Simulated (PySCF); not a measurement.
# NMR data sheet: formaldoxime

| Property | Result |
| --- | --- |
| Formula | CH3NO |
| SMILES | C=NO |
| Point group of the computed structure | Cs |
| Degrees of unsaturation | 1 |
| Carbon signals | 1 |
| Proton signals | 3 |

Atoms are numbered as in `[CH2:1]=[N:2][OH:3]`. Each H is labelled by its parent atom. Ha(C1) is cis to O3; Hb(C1) is trans to O3.

Gas phase, relativity neglected, a single conformation. Spin–spin couplings from B3LYP/pcJ-1; NMR shieldings at PBE0/pcSseg-1/GIAO; coordinates at the GFN2-xTB level; PySCF 2.14.

Referencing at the same level of theory: ¹H (σref 31.72), ¹³C (σref 186.93) against TMS; NH3 for ¹⁵N (σref 267.73); ¹⁷O (σref 336.08) vs H2O.

```tsv
carbon	δC, type	δH (multiplicity, J in Hz)	HMBC from (abs. J ≥ 3 Hz)	span of the C tensor (ppm)
C1	136.9, CH2	Hb(C1) 6.58 (d, 7.5); Ha(C1) 7.15 (d, 7.5)	–	196
```

Other nuclei:
| atoms | nucleus | environment | δ (ppm) | σ (ppm) |
| --- | --- | --- | --- | --- |
| H(O3) | ¹H | hydrogen on a N–OH oxygen | 7.38 | 24.34 |
| N2 | ¹⁵N | oxime nitrogen | 444.5 | -176.7 |
| O3 | ¹⁷O | N–OH oxygen | 255.0 | 81.1 |

Selected couplings (Hz, signed; the shortest-range and largest first, 30 at most; isotopes ¹³C, ¹H, ¹⁵N): ¹J(C1,Hb(C1)) 193.5, ¹J(C1,Ha(C1)) 165.1, ¹J(C1,N2) -4.7, ²J(N2,Hb(C1)) -19.4, ²J(Hb(C1),Ha(C1)) 7.5.

- δC 136.9: C=N carbon.
- δH 7.38: hydrogen on a N–OH oxygen; exchangeable, gas-phase position.
- δH 7.15, 6.58: hydrogen on a C=N carbon.
- The protons at 6.58 and 7.15 share a coupling of 7.5 Hz (geminal).

OH and NH positions are those of a molecule without intermolecular hydrogen bonds; in solution they move with solvent, concentration and temperature, and exchange usually removes their couplings. Multiplet labels drop couplings under 1 Hz and merge nearly equal ones. Shifts are as computed. Against solution values, carbons near 30 ppm lie about +3 ppm off and those near 130 ppm about +5 ppm. Of 1211 compounds with measured shifts, 218 miss one by over three times the rms of a fit or turn the order of signals round; such compounds aren't used in these exercises. Unscaled 17O shifts of doubly bonded oxygen tend to come out too high, by tens of ppm or more. Experimental scales use liquid or dissolved standards, which lie at an offset from isolated NH3 (liquid NH3: subtract about 20 ppm) and H2O (liquid H2O: subtract about 36 ppm). Unscaled 15N shifts of sp2 nitrogen come out 20 to 40 ppm too high even then.
